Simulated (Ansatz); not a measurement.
System: hcp Lu. Method: PBEsol-D3(BJ) in Ansatz (plane waves, PAW).

Run with plane-wave cutoff 520 eV, 18×18×10 k mesh (along the axes of the cell as run), Fermi–Dirac smearing 0.05 eV, scalar-relativistic PAW data made under PBE.

Shape and atoms are relaxed at each volume.

Pressure at four volumes; x = ln(V/26.126 Å³). One pressure is withheld.

```json
[
 {"V (Å³/atom)": "25.081", "x": "-0.0408", "P (GPa)": "?"},
 {"V (Å³/atom)": "25.604", "x": "-0.0202", "P (GPa)": "1.12"},
 {"V (Å³/atom)": "26.126", "x": "0.0000", "P (GPa)": "0.00"},
 {"V (Å³/atom)": "27.171", "x": "0.0392", "P (GPa)": "-1.98"}
]
```

**Question.** Pass a parabola P(x) through the three rows shown, estimate the bulk modulus and its pressure derivative near zero pressure, and predict the withheld pressure.

**Answer.** Slopes between the rows: (0.00 − (1.12))/(0.0000 − (-0.0202)) = -55.45 and (-1.98 − (0.00))/(0.0392 − (0.0000)) = -50.51 GPa. Their difference over the span 0.0594 is c = 4.94/0.0594 = 83.2 GPa, so P(x) = 1.12 + (-55.45)(x − (-0.0202)) + 83.2 (x − (-0.0202))(x − (0.0000)). At the middle row B = −dP/dx = −[-55.45 + 83.2 × 0.0202] = 53.8 GPa, and B′ = dB/dP = 2c/B = 3.1. At x = -0.0408 the parabola gives 2.33 GPa; the run gives 2.34 GPa. The Birch–Murnaghan fit to the energies at all volumes has B0 = 53.8 GPa and B′ = 3.2.

Measured, for comparison: bulk modulus 47.6 GPa (room temperature, not corrected to a static lattice; as tabulated in Wikipedia's data pages). Computed (rounded) less measured: bulk modulus +13 %.

Note: the bulk modulus comes from volumes at which shape and atoms were relaxed.

Spin–orbit coupling is not included.

Ansatz is an electronic-structure program.
